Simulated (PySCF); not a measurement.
Fill in the blanks.

(CH3CH2)2CHF, C5H11F.
SMILES: `CCC(F)CC`

Conformer (atom-mapped SMILES and torsion angles): `[CH3:1][CH2:2][CH:3]([F:4])[CH2:5][CH3:6]`: C1–C2–C3–F4 -59°, C2–C3–C5–C6 -179°.

```csv
property,level,value
point group,PBE0-D3(BJ)/def2-TZVP,Cs
"rotational constants A, B, C",PBE0-D3(BJ)/def2-TZVP,?
dipole moment,B97-2/pcSseg-2,?
HOMO energy,B97-2/pcSseg-2,?
LUMO energy,B97-2/pcSseg-2,?
13C chemical shifts (computed TMS as zero) by class,GIAO B97-2/pcSseg-2,"101.7 (1 C), 34.6 (2 C), 13.3 (2 C) ppm"
1H chemical shifts (computed TMS as zero) by class,GIAO B97-2/pcSseg-2,"4.18 (1 H), 1.55 (2 H), 1.37 (2 H), 1.08 (6 H) ppm"
"isotropic shieldings of nuclei other than C and H, by class",GIAO B97-2/pcSseg-2,?
```

Electronic properties: PySCF, gas phase, density fitting. Geometry: PBE0-D3(BJ)/def2-TZVP, one conformer, isolated molecule. NMR classes are plain means over equivalent atoms (diastereotopic ones count apart unless rotation or inversion swaps them), as if these changed places fast; in this geometry the members of some classes differ.

Question: The rotational constants A, B, C?

Answer: 7.546, 1.927, 1.674 GHz.

Question: Give the dipole moment.

Answer: 1.80 D.

Question: What is the HOMO energy?

Answer: -8.66 eV.

Question: Give the isotropic shieldings of nuclei other than C and H, by class.

Answer: 387 (1 F) ppm.

Question: The LUMO energy?

Answer: 0.70 eV.

In atomic units the dipole is 0.71 e·bohr (1 au = 2.5417 D). The rotational constants make it an asymmetric top with κ = (2B − A − C)/(A − C) = -0.91, nearer the prolate limit (−1). With B = h/(8π²I), that is 505.379 GHz u Å² over I, the principal moments of inertia are 67.0, 262.3 and 302.0 u Å² (most abundant isotopes); the inertial defect Ic − Ia − Ib is -27.3 u Å² (zero for a rigid planar frame, negative otherwise). A dipole of 1.80 D is allowed in Cs, and pure rotational transitions are dipole-allowed.

For the geometry optimisation (PBE0-D3(BJ)/def2-TZVP), the run took 4.0 min on Arm Neoverse V1, one thread, shared host with 32 logical CPUs at a one-minute load of 20, and the process peaked at 1.2 GiB of memory.
